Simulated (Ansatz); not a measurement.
# ClF, singlet: the ladder up to RCCSDTQ

Geometry: MP2(full)/6-31G*, from the G2/97 set.

```
atom   x (Å)   y (Å)   z (Å)
   F  0.0000  0.0000  0.0000
  Cl  0.0000  0.0000  1.6591
```

Basis cc-pV(D+d)Z; Ansatz 0.2.0. Only valence electrons are correlated (noble-gas cores frozen), which leaves 14 electrons in 31 orbitals. R marks a restricted (for open shells ROHF) determinant. Active spaces: valence = (14e, 8o) chosen from the atoms' valence shells.

Full CI isn't at hand for all of this; RCCSDTQ serves as the reference, and is uncertain by about the last step of the cluster series.

The UHF ⟨S²⟩ is 0.000. The T1 diagnostic (RCCSD) is 0.0107 and the largest doubles amplitude (RCCSD) is 0.113.

```
                   level  E − E(RCCSDTQ) (kJ/mol)  share of correlation (%)  wall time
                     RHF                    938.4                      0.00          –
                    RMP2                     70.5                     92.49          –
                    CISD                     90.2                     90.39     0.98 s
                   RCCSD                     22.9                     97.56          –
                RCCSD(T)                      3.7                     99.61     0.36 s
                 BCCD(T)                      3.6                     99.61     0.88 s
                  RCCSDT                      2.5                     99.73          –
               RCCSDT(Q)                     -0.2                    100.02      4.5 s
  CASSCF (valence space)                    829.5                     11.61          –
  NEVPT2 (valence space)                    145.0                     84.55     0.64 s
  MRCISD (valence space)                     68.4                     92.71          –
MRCISD+Q (valence space)                      8.5                     99.09      1.8 s
```

The correlation energy at RCCSDTQ, counted from RHF, is -9.725 eV. That run took 23 s on 2 threads of AMD EPYC 7R13 with a shared H100 80 GB, shared host.

Times hold each run's SCF and search for its determinant on a shared host, so for small cases they say little of a method's own cost; they ran on 1 thread of AMD EPYC 7R13.

Natural occupations of CASSCF (valence space) about the gap: 2.000 1.999 1.999 1.999 1.937 0.067; effectively unpaired electrons, Σ n²(2−n)², 0.03.

Atomization energy (electronic, same basis, no zero-point term; atoms at the same level, unrestricted beside the R rows where the molecule is a closed shell, with restricted open-shell steps beyond CCSDT(Q)) at RCCSDTQ: 187.9 kJ/mol. Errors of other levels:

| level | error (kJ/mol) |
| --- | --- |
| RHF | -188.5 |
| RMP2 | 14.5 |
| CISD | -63.0 |
| RCCSD | -15.1 |
| RCCSD(T) | -2.1 |
| BCCD(T) | -1.9 |
| RCCSDT | -1.8 |
| RCCSDT(Q) | 0.2 |
| CASSCF (valence space) | -59.8 |
| NEVPT2 (valence space) | 18.1 |
| MRCISD (valence space) | -40.4 |
| MRCISD+Q (valence space) | -10.5 |

This basis is far from its limit, so the value isn't to be set against a measured one. Truncated CI isn't size-consistent, which counts against it in atomization.
